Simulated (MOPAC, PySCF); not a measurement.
C$_{2}$H$_{4}$, SMILES `C=C`, neutral singlet in the gas phase. 

Cartesian coordinates (Å):
```xyz
6

C      0.6369     0.1110    -0.1438
C     -0.6369    -0.1110     0.1438
H      0.9681     1.0462    -0.5791
H      1.4015    -0.6331     0.0442
H     -1.4015     0.6331    -0.0442
H     -0.9680    -1.0462     0.5791
```
Charge 0, multiplicity 1.

All levels are single points at this geometry (B3LYP-D3(BJ)/def2-TZVP); Pople sets use spherical d functions. Orbital energies aren't observables, and empty levels follow the basis.

```json
[
 {"level": "PBE-D3(BJ)/def2-TZVP in PySCF", "HOMO (eV)": "-6.76", "LUMO (eV)": "-0.94", "gap (eV)": "5.82", "dipole (D)": "0.00", "vertical IE, Delta-SCF (eV)": "10.68"},
 {"level": "TPSSh-D3(BJ)/def2-TZVP in PySCF", "HOMO (eV)": "-7.20", "LUMO (eV)": "-0.30", "gap (eV)": "6.91", "dipole (D)": "0.00", "vertical IE, Delta-SCF (eV)": "10.45"},
 {"level": "B3LYP/3-21G in PySCF", "HOMO (eV)": "-7.38", "LUMO (eV)": "0.64", "gap (eV)": "8.02", "dipole (D)": "0.00", "vertical IE, Delta-SCF (eV)": "–"},
 {"level": "B3LYP/6-31G* in PySCF", "HOMO (eV)": "-7.28", "LUMO (eV)": "0.55", "gap (eV)": "7.83", "dipole (D)": "0.00", "vertical IE, Delta-SCF (eV)": "10.39"},
 {"level": "BP86/6-31G* in PySCF", "HOMO (eV)": "-6.45", "LUMO (eV)": "-0.45", "gap (eV)": "6.00", "dipole (D)": "0.00", "vertical IE, Delta-SCF (eV)": "–"},
 {"level": "M06-2X/6-31G* in PySCF", "HOMO (eV)": "-8.86", "LUMO (eV)": "1.74", "gap (eV)": "10.60", "dipole (D)": "0.00", "vertical IE, Delta-SCF (eV)": "–"},
 {"level": "PBE/6-31G* in PySCF", "HOMO (eV)": "-6.36", "LUMO (eV)": "-0.35", "gap (eV)": "6.01", "dipole (D)": "0.00", "vertical IE, Delta-SCF (eV)": "10.48"},
 {"level": "SVWN5/6-31G* in PySCF", "HOMO (eV)": "-6.50", "LUMO (eV)": "-0.54", "gap (eV)": "5.96", "dipole (D)": "0.00", "vertical IE, Delta-SCF (eV)": "10.79"},
 {"level": "HF/3-21G in PySCF", "HOMO (eV)": "-10.28", "LUMO (eV)": "5.01", "gap (eV)": "15.29", "dipole (D)": "0.00", "vertical IE, Delta-SCF (eV)": "–"},
 {"level": "HF/6-31G* in PySCF", "HOMO (eV)": "-10.15", "LUMO (eV)": "4.95", "gap (eV)": "15.09", "dipole (D)": "0.00", "vertical IE, Delta-SCF (eV)": "8.87"},
 {"level": "HF/STO-3G in PySCF", "HOMO (eV)": "-8.94", "LUMO (eV)": "8.76", "gap (eV)": "17.70", "dipole (D)": "0.00", "vertical IE, Delta-SCF (eV)": "–"},
 {"level": "AM1 in MOPAC", "HOMO (eV)": "-10.58", "LUMO (eV)": "1.42", "gap (eV)": "12.00", "dipole (D)": "0.00", "vertical IE, Delta-SCF (eV)": "–"},
 {"level": "PM3 in MOPAC", "HOMO (eV)": "-10.63", "LUMO (eV)": "1.21", "gap (eV)": "11.84", "dipole (D)": "0.00", "vertical IE, Delta-SCF (eV)": "–"}
]
```
